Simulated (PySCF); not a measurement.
Molecule: `CC(NC)(C)C`, C5H13N.

Geometry (Å), atoms numbered from 1 in this order:
```xyz
19

C     1.8006   -0.9129   -0.6631
N     0.9586   -0.5996    0.4639
C    -0.2999    0.1040    0.2146
C    -0.1015    1.4617   -0.4766
C    -1.2132   -0.7790   -0.6366
C    -0.9473    0.3226    1.5810
H     2.1268   -0.0470   -1.2786
H     2.7098   -1.4183   -0.3032
H     1.2967   -1.6208   -1.3394
H     1.4906   -0.0820    1.1593
H     0.3466    1.3467   -1.4755
H    -1.0595    1.9894   -0.6038
H     0.5626    2.1079    0.1207
H    -1.3260   -1.7689   -0.1697
H    -2.2085   -0.3207   -0.7363
H    -0.8150   -0.9212   -1.6527
H    -1.9208    0.8261    1.4842
H    -1.0931   -0.6410    2.0909
H    -0.3075    0.9530    2.2211
```

Geometry PBE0-D3(BJ)/def2-SVP throughout; GIAO in PySCF, gas phase, one conformer, non-relativistic; equivalent atoms averaged; basis pcSseg-1.

Problem. How do the shifts δ (against TMS, NH3 at the same level) depend on the functional? (ppm; last column core-seconds on shared hosts with different chips, so compare them loosely)

Solution. 
```tsv
functional	kind	C3	C4/C5/C6	C1	N2	H7/H8/H9	H11/H12/H13/H14/H15/H16/H17/H18/H19	H10	core-s
HF	Hartree–Fock	40.9	28.4	27.7	47.3	2.19	0.95	-0.67	8.4
LDA	LDA	53.3	30.6	30.3	78.6	2.56	1.09	-0.46	24
PBE	GGA	51.9	29.9	31.1	73.7	2.52	1.07	-0.46	32
BLYP	GGA	53.3	30.5	31.9	77.4	2.55	1.08	-0.45	31
BP86	GGA	52.5	30.1	31.5	71.3	2.52	1.08	-0.43	31
OPBE	GGA	48.7	27.9	30.1	64.5	2.42	1.03	-0.38	31
KT2	GGA	51.9	29.1	31.1	71.8	2.54	1.08	-0.41	49
KT3	GGA	50.7	28.4	31.0	69.7	2.48	1.05	-0.36	49
B97-D	GGA	51.5	29.6	31.5	69.9	2.52	1.09	-0.39	50
B3LYP	global hybrid	50.8	30.2	30.9	70.4	2.44	1.05	-0.50	33
PBE0	global hybrid	48.9	29.6	30.1	64.9	2.39	1.03	-0.52	20
mPW1PW91	global hybrid	48.9	29.5	30.2	64.2	2.38	1.02	-0.51	33
WP04	global hybrid	54.0	29.4	32.5	61.4	2.27	1.00	-0.21	17
B97-2	global hybrid	48.9	29.2	30.4	63.2	2.39	1.03	-0.46	17
BHandHLYP	global hybrid	47.2	29.6	29.6	61.6	2.32	1.00	-0.55	17
CAM-B3LYP	range-separated hybrid	49.2	30.1	29.9	66.8	2.39	1.04	-0.53	24
wB97X-D	range-separated hybrid	48.7	30.0	30.4	60.7	2.36	1.03	-0.53	24
LC-wPBE	range-separated hybrid	46.2	29.4	29.0	55.5	2.28	1.01	-0.54	35
```

Problem. Which nucleus moves most, in ppm?

Solution. N2 (amine nitrogen): from 47.3 ppm with HF to 78.6 ppm with LDA. The smallest spread is 0.14 ppm, at H11/H12/H13/H14/H15/H16/H17/H18/H19. Proton shifts span only some 12 ppm, so a few tenths of a ppm matter as much there as several ppm in carbon.
